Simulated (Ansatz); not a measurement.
A nudged elastic band was laid between two geometries of C2H7Al (10 atoms, charge 0, multiplicity 1).

Method: RKS B3LYP/def2-SVP (Ansatz 0.2.0).

* movable images: 7
* climbing image: yes
* spring: 5.0 eV/Å²
* optimiser: quadratic models (default)
* start path: IDPP
* force threshold: 0.03 eV/Å
* iteration limit: 60
* end points: relaxed

Image 0:

```xyz
10
Properties=species:S:1:pos:R:3
C -1.059 0.360 -0.679
C -0.079 -0.675 -0.083
Al 1.425 0.114 0.926
H -1.881 -0.124 -1.234
H -0.560 1.046 -1.386
H -1.529 0.984 0.101
H 0.327 -1.303 -0.897
H -0.635 -1.363 0.580
H 1.300 0.393 2.488
H 2.775 0.517 0.186
```

Image 8:

```xyz
10
Properties=species:S:1:pos:R:3
C -1.254 0.290 -0.382
C 0.024 -0.560 -0.291
Al 1.544 0.149 0.744
H -2.039 -0.198 -0.986
H -1.059 1.274 -0.841
H -1.687 0.487 0.613
H 0.409 -0.787 -1.306
H -0.208 -1.561 0.126
H 1.475 1.565 1.471
H 2.879 -0.710 0.855
```

Which bonds break or form, and what moves?

No bond is made or broken. The dihedral H8–C2–Al3–H10 goes from 149 to 55°.

Give the energies along the band, and the barrier.

It converged. The highest image is number 0 of 0 to 8, 0.0 kcal/mol above the first end and 0.8 kcal/mol above the last; the last end lies 0.8 kcal/mol below the first. The highest image is an end point: on this band no image between the ends rises above it.

```
image  path coordinate (Å)  energy (kcal/mol)  dihedral H8–C2–Al3–H10 (°)
    0                 0.00                0.0                         149
    1                 0.28                0.0                         139
    2                 0.62               -0.1                         127
    3                 0.96               -0.2                         115
    4                 1.30               -0.4                         103
    5                 1.64               -0.6                          90
    6                 1.98               -0.7                          78
    7                 2.31               -0.8                          66
    8                 2.65               -0.8                          55
```

The band took 4 iterations and roughly 80 core-seconds.

Run time: 84 s on 1 thread of Arm Neoverse V2 (shared host), peak memory 0.15 GiB.
